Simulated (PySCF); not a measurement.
**Cl2: from the state search to spectroscopic constants**

One table from this session's results is given with a row withheld; the runs are named, their logs left out.

The runs use PySCF 2.14.0; Cl def2-TZVPPD, no relativity.

Set-up of the first run:

A driver script around PySCF takes these settings:

| Property | Result |
| --- | --- |
| atoms | Cl, Cl |
| charge | 0 |
| basis | Cl def2-TZVPPD |
| Hamiltonian | no relativity |
| basis functions | 102 |
| electrons treated | 34 |
| masses in u | 34.9689, 34.9689 |
| levels | PBE0, PBE, r²SCAN, BLYP, PW91, M06-L, BP86, M06-2X, LC-ωPBE, HF, MP2, SCS-MP2, CCSD, CCSD(T) |
| grid | 80 radial by 434 angular points |
| occupations | held fixed by the projection of orbital angular momentum |
| dissociation limit | Cl + Cl, each in its ground configuration |
| starting distance in angstrom | 1.940 |
| values of 2S to try | 0, 2 |

Launch:

```sh
> OMP_NUM_THREADS=2 python dia.py task.json out
```

Among the steps run: Input; The PBE0 curve of the state that the search chose; Excited determinants; PBE (GGA); r²SCAN (meta-GGA); BLYP; PW91; M06-L (meta-GGA); BP86; M06-2X; LC-ωPBE (range-separated hybrid); RHF (mean field); MP2 and coupled cluster.

One table of the session follows, with a row left open; its other results are not shown here.

| level | Re (Å) | ωe (cm⁻¹) | De (eV) |
| --- | --- | --- | --- |
| RHF | 1.975 | 617 | 0.82 |
| RHF-MP2 | 1.986 | 579 | 2.53 |
| RHF-SCS-MP2 | 1.998 | 565 | 2.39 |
| RHF-CCSD | 1.999 | 565 | 2.16 |
| RHF-CCSD(T) | 2.007 | 548 | 2.34 |
| PBE | 2.006 | 543 | 2.85 |
| PW91 | 2.007 | 541 | 2.85 |
| BLYP | 2.041 | 506 | 2.53 |
| BP86 | ? | ? | ? |
| r²SCAN | 1.994 | 558 | 2.58 |
| M06-L | 1.974 | 582 | 2.69 |
| PBE0 | 1.980 | 581 | 2.59 |
| M06-2X | 1.984 | 582 | 2.59 |
| LC-ωPBE | 1.962 | 617 | 2.38 |
| measured | 1.9879 | 559.72 | n/a |

**Question.** Estimate the row for BP86.

**Answer.** Re (Å): 2.014; ωe (cm⁻¹): 534; De (eV): 2.78. In the column «Re (Å)» it lies between PW91 (2.007) and BLYP (2.041).

De is counted to Cl + Cl in their ground configurations.
